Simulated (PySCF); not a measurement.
AlCl$_{3}$, singlet, at a GFN2-xTB geometry of the parent state (such geometries of metal compounds can be far from the true shape); CAMB3LYP/pcseg-1 run with PySCF.

Input for PySCF:
```python
from pyscf import gto, scf, dft

mol = gto.Mole()
mol.atom = '''
    Al    0.006464   -0.007020   -0.018113
    Cl   -1.723626   -1.067062   -0.195647
    Cl    0.099854    1.910353   -0.698832
    Cl    1.618829   -0.837923    0.908330
'''
mol.basis = 'pcseg-1'
mol.charge = 0
mol.spin = 0
mol.verbose = 4
mol.build()

mf = dft.RKS(mol)
mf.xc = 'camb3lyp'
mf.kernel()
```

Output, abridged:

```
PySCF version 2.14.0

[INPUT] verbose = 4
[INPUT] num. atoms = 4
[INPUT] num. electrons = 64
[INPUT] charge = 0
[INPUT] spin (= nelec alpha-beta = 2S) = 0
[INPUT] symmetry False subgroup None
[INPUT] Mole.unit = angstrom
[INPUT] Symbol           X                Y                Z      unit          X                Y                Z       unit  Magmom
[INPUT]  1 Al     0.006464000000  -0.007020000000  -0.018113000000 AA    0.012215189669  -0.013265877394  -0.034228609294 Bohr   0.0
[INPUT]  2 Cl    -1.723626000000  -1.067062000000  -0.195647000000 AA   -3.257181081180  -2.016454937931  -0.369719247093 Bohr   0.0
[INPUT]  3 Cl     0.099854000000   1.910353000000  -0.698832000000 AA    0.188696712442   3.610043971241  -1.320601087082 Bohr   0.0
[INPUT]  4 Cl     1.618829000000  -0.837923000000   0.908330000000 AA    3.059143452504  -1.583444983474   1.716494930726 Bohr   0.0

nuclear repulsion = 302.318346638389
number of shells = 12
number of NR pGTOs = 176
number of NR cGTOs = 72
basis = pcseg-1
ecp = {}

******** <class 'pyscf.dft.rks.RKS'> ********
method = RKS
initial guess = minao
damping factor = 0
level_shift factor = 0
DIIS = <class 'pyscf.scf.diis.CDIIS'>
diis_start_cycle = 1
diis_space = 8
diis_damp = 0
SCF conv_tol = 1e-09
SCF conv_tol_grad = None
SCF max_cycles = 50
direct_scf = True
direct_scf_tol = 1e-13
XC library pyscf.dft.libxc version 7.1.2
    S. Lehtola, C. Steigemann, M. J. T. Oliveira, and M. A. L. Marques,  SoftwareX 7, 1–5 (2018)
XC functionals = camb3lyp
    T. Yanai, D. P. Tew, and N. C. Handy,  Chem. Phys. Lett. 393, 51 (2004)
radial grids:
    Treutler-Ahlrichs [JCP 102, 346 (1995); DOI:10.1063/1.469408] (M4) radial grids

becke partition: Becke, JCP 88, 2547 (1988); DOI:10.1063/1.454033
pruning grids: <function nwchem_prune>
grids dens level: 3
symmetrized grids: False
atomic radii adjust function: <function treutler_atomic_radii_adjust>
small_rho_cutoff = 0
Set gradient conv threshold to 3.16228e-05
Initial guess from minao.
tot grids = 75824
init E= -1623.55736312078
  HOMO = -0.408124141228936  LUMO = -0.0546699538699076  gap/eV = 9.61798
cycle= 1 E= -1623.18034413308  delta_E= 0.377  |g|= 0.378  |ddm|= 2.37
  HOMO = -0.377948714579324  LUMO = -0.0414801048667817  gap/eV = 9.15578
cycle= 2 E= -1623.19743245697  delta_E= -0.0171  |g|= 0.329  |ddm|= 1.13
  HOMO = -0.398614624507456  LUMO = -0.0152363542812801  gap/eV = 10.43225
cycle= 3 E= -1623.23046018201  delta_E= -0.033  |g|= 0.0116  |ddm|= 0.492
  HOMO = -0.399642133078735  LUMO = -0.0149911528618667  gap/eV = 10.46689
cycle= 4 E= -1623.2305347366  delta_E= -7.46e-05  |g|= 0.00419  |ddm|= 0.0294
  HOMO = -0.398761535187797  LUMO = -0.0142960255899687  gap/eV = 10.46184
cycle= 5 E= -1623.230541307  delta_E= -6.57e-06  |g|= 0.000955  |ddm|= 0.00841
  HOMO = -0.398988162065524  LUMO = -0.0145367616461147  gap/eV = 10.46146
cycle= 6 E= -1623.23054170367  delta_E= -3.97e-07  |g|= 8.24e-05  |ddm|= 0.0021
  HOMO = -0.398982614324989  LUMO = -0.014533167402323  gap/eV = 10.46140
cycle= 7 E= -1623.23054170994  delta_E= -6.27e-09  |g|= 1.68e-05  |ddm|= 0.000272
  HOMO = -0.398984274405641  LUMO = -0.0145314726176866  gap/eV = 10.46149
cycle= 8 E= -1623.23054171016  delta_E= -2.21e-10  |g|= 1.55e-06  |ddm|= 5.23e-05
  HOMO = -0.398984260560744  LUMO = -0.0145314903352061  gap/eV = 10.46149
Extra cycle  E= -1623.23054171016  delta_E= -2.27e-12  |g|= 5.15e-07  |ddm|= 5.03e-06
converged SCF energy = -1623.23054171016
```
